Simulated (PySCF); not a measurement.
Ionisation of nitrosyl fluoride

Parent: nitrosyl fluoride, `O=NF` (FNO). Numbering: `[O:1]=[N:2][F:3]`

These are calculated values, ωB97X-D3(BJ)/ma-def2-TZVP in PySCF (grid level 2) at geometries from PBE0-D3(BJ)/def2-SVP. ωB97X-D3(BJ) is ωB97X-V with D3(BJ) in place of VV10. Zero-point and thermal terms (298.15 K, 1 bar) come from unscaled PBE0-D3(BJ)/def2-SVP harmonic frequencies, with soft modes damped to free rotors in the entropy.

Frontier levels of the parent: HOMO -12.38 eV, LUMO -0.81 eV.

Oxidation to the radical cation:
* Vertical ionisation energy (electronic): 13.09 eV
* Adiabatic ionisation energy (with zero-point energy): 12.72 eV
* Adiabatic, electronic part: 12.70 eV
* Vertical gap at the product's structure: 11.61 eV
* Inner reorganisation energy (four-point): 1488 meV
* Relaxation of product / of parent: 390 / 1098 meV
* ⟨S²⟩ of the product: 0.756
* Largest spin populations: N2 0.41, O1 0.39, F3 0.20
* Largest changes of atomic charge: F3 0.37, N2 0.32, O1 0.31
* Distances that move most (Å): N2–F3 1.451 → 1.282; O1–N2 1.136 → 1.117
* Potential in acetonitrile: 9.55 V absolute, 5.00 V against Fc+/Fc computed at 4.54 V (solvation -7 → -313 kJ/mol)

Solvents are IEF-PCM continua (electrostatics only, gas-phase structures); absolute potentials refer to an electron at rest in vacuum. Fc+/Fc in acetonitrile, 4.54 V, is ωB97X-D3(BJ)/ma-def2-TZVP on PBE0-D3(BJ)/def2-SVP structures with GFN2-xTB thermal terms. Benchmark calculations put it near 5.0 V in acetonitrile and DMSO, so it is about 0.5 V low, and the value against it can read up to that much too high.

Measured values (NIST Chemistry WebBook, evaluated or the median of agreeing entries): adiabatic ionisation energy 12.65 eV (computed 12.72, difference 0.07).

Differences come from unrounded values, so a last digit can differ from that of the printed terms.
